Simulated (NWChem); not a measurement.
System: hydrogen sulfide (H2S); SMILES S

Results from NWChem. Each level has its own optimisation. Entropies are gas-phase, rigid-rotor, harmonic values for NWChem's default masses at 298.15 K and 1 bar, so the errors hold that model's part too (torsions, anharmonicity).

Measured entropy at 1 bar: 49.2 cal/(mol K) (CRC Handbook, as tabulated in the package chemicals).

```json
[
 {"level": "Hartree-Fock/3-21G", "entropy at 1 bar (cal/(mol K))": "49.2", "computed − measured": "0.0"},
 {"level": "Hartree-Fock/pcseg-1", "entropy at 1 bar (cal/(mol K))": "49.1", "computed − measured": "-0.1"},
 {"level": "Hartree-Fock/aug-pcseg-1", "entropy at 1 bar (cal/(mol K))": "49.1", "computed − measured": "-0.1"},
 {"level": "Hartree-Fock/pcseg-2", "entropy at 1 bar (cal/(mol K))": "49.1", "computed − measured": "-0.1"},
 {"level": "Hartree-Fock/def2-TZVPP", "entropy at 1 bar (cal/(mol K))": "49.1", "computed − measured": "-0.1"}
]
```
